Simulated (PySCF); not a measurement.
Species: C3H6Cl (doublet state).
SMILES with atom numbers: `[CH2:1][CH2:2][CH2:3][Cl:4]` (hydrogens: H5, H6 on C1; H7, H8 on C2; H9, H10 on C3)

Structure used (GFN2-xTB), in Å, numbered top down from 1:
```
atom  x, y, z in Å
C1    -1.3642    0.4967    0.0336
C2    -0.2721   -0.4510   -0.2450
C3     1.0745    0.0967    0.2194
Cl4    2.3897   -1.0469   -0.1656
H5    -1.1990    1.5529   -0.0459
H6    -2.3507    0.1435    0.2549
H7    -0.4699   -1.4127    0.2352
H8    -0.1986   -0.6512   -1.3267
H9     1.3125    1.0345   -0.2818
H10    1.0867    0.2420    1.2993
```

The hyperfine couplings belong to this conformer and change with its torsions.

Computed with UKS B3LYP, pcH-1 on C Cl H, non-relativistic, mean-field spin-orbit, GIAO in PySCF. Geometry: GFN2-xTB, one conformer, isolated molecule. A GFN2-xTB geometry isn't a minimum of the functional, and hyperfine couplings can be far from their values at a DFT geometry. Stability of the SCF solution: not tested.

Largest spin populations (Mulliken): C1 (+1.08), C2 (-0.09) and H8 (+0.06). No atom but C1 exceeds +0.15. The angles at C1 add up to 359.9°, so it is planar; its axial dipolar tensor and the negative couplings of its protons fit spin in a p orbital normal to that plane.

**Question.** McConnell's relation a(H) = Q·ρ ties the coupling of a proton on a planar π carbon to the spin population of that carbon. What Q do the computed values give?

**Answer.** 
```json
{"H": "H5", "C": "C1", "ρ(C)": "+1.078", "a(H) (G)": "-22.39", "a/ρ (G)": "-20.8"}
{"H": "H6", "C": "C1", "ρ(C)": "+1.078", "a(H) (G)": "-23.02", "a/ρ (G)": "-21.3"}
```

These protons share one ρ (within 0.01), so their mean ratio, Q = -21.1 G, is no test of linearity.

**Question.** How do the β-proton couplings of this frozen conformer go with θ, the angle between the C–H bond and the normal to the plane of the spin centre's three neighbours, both seen down the bond from centre to carbon?

**Answer.** 
```csv
β H,on,centre,θ (°),cos²θ,a (G)
H7,C2,C1,66,0.16,+11.57
H8,C2,C1,4,1.00,+56.76
```

Couplings in gauss use g_iso = 2.0027.
